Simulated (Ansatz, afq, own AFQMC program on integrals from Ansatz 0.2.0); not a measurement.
# Atomization energy of Ge₂H₃, doublet

```csv
atom,x (Å),y (Å),z (Å)
Ge,0.0000,0.0132,1.1812
Ge,0.0000,-0.0343,-1.2234
H,0.0000,1.2193,2.1518
H,0.0000,-1.2552,2.0686
H,0.0000,1.5605,-1.1845
```

Connectivity, by distances: GeH2–GeH.

Atoms in their ground-state spins without spin–orbit coupling (mostly on UHF) minus the molecule (UHF), without zero-point energy. The geometry is a stationary point, not shown to be a minimum.

Basis aug-cc-pVDZ. Noble-gas cores (and the filled d shells of Ga–Kr and In–Xe) are frozen. Ansatz 0.2.0 and our own AFQMC program on the same integrals; the CISD trial comes from CCSD amplitudes, and released means the phaseless constraint is let go. Error bars are statistical, one sigma. No spin–orbit coupling. The errors of all members are added in quadrature.

No full CI on the walks' own integrals is used here; CCSDT(Q) serves as the reference and is uncertain by about the last step of the cluster series. Each member takes its own surest rung, up to full CI.

The best estimate is CCSD(T) at the basis-set limit (CBS: def2-TZVPP and def2-QZVPP, with their diffuse functions for anions and beside diffuse sets, CCSD(T) itself extrapolated) plus the step from CCSD(T) to CCSDT(Q) in aug-cc-pVDZ. Rows without CBS are in aug-cc-pVDZ, the functionals in def2-TZVP; B2PLYP and the wave-function rows carry a basis error of their own. Core correlation and relativity beyond core potentials are missing, and ± holds the sampling alone.

Cautions: inner d shell frozen; no relativity below Rb; no spin-orbit coupling.

```tsv
level	atomization energy (kcal/mol)
B3LYP	259.0
CCSD	234.7
HF	175.7
```

Q: From these cheaper values, estimate the atomization energy at the level of the best estimate.

A: 257.8 kcal/mol (best estimate, highest rung CCSDT(Q)).

| level | atomization energy (kcal/mol) | error against the best estimate (kcal/mol) |
| --- | --- | --- |
| MP2 | 230.0 | -27.8 |
| CCSD(T) | 238.1 | -19.7 |
| CCSDT | 238.6 | -19.2 |
| CCSDT(Q) | 238.8 | -19.0 |
| ph-AFQMC/CISD | 238.6 ± 0.1 | -19.3 ± 0.1 |
| released AFQMC | 238.6 ± 0.1 | -19.2 ± 0.1 |
| HF/CBS | 178.8 | -79.0 |
| MP2/CBS | 248.7 | -9.1 |
| CCSD(T)/CBS | 257.1 | -0.7 |
| PBE | 260.0 | 2.2 |
| r2SCAN | 264.8 | 7.0 |
| PBE0 | 256.7 | -1.2 |
| wB97M-V | 257.3 | -0.5 |
| B2PLYP | 253.3 | -4.6 |

Correlation beyond CCSD(T) adds 0.7 kcal/mol. Going to the basis-set limit adds 19.1 kcal/mol at CCSD(T). The perturbative (T) step is worth +3.3 kcal/mol.

Best estimates are given only where the step beyond CCSD(T) is under 0.3 eV and no member's determinant is very poor (T1 over 0.05, or 0.07 for open shells, ⟨S²⟩ too high by 0.3, two states mixed), so the hardest cases are missing from such tables.

The functionals ran in a triple-zeta set and keep a basis error of their own, a few kJ/mol for each bond in atomization energies and more for double hybrids, so close places among them and the extrapolated levels can swap.

CCSDT and higher add their correlation energy to the determinant of the CCSD(T) run, since their own runs factorise the integrals more tightly (a shift of under 2 meV). Each member of a difference takes its own highest rung, so a best estimate needn't equal the limit plus the step of one row. A walk keeps the symmetry of its determinant, which the program's search chose and which needn't be the lowest solution, so a lower state of the same spin and another symmetry isn't excluded. Released energies are given only where the last usable release times agree within the noise; a slower fall can still hide under it.
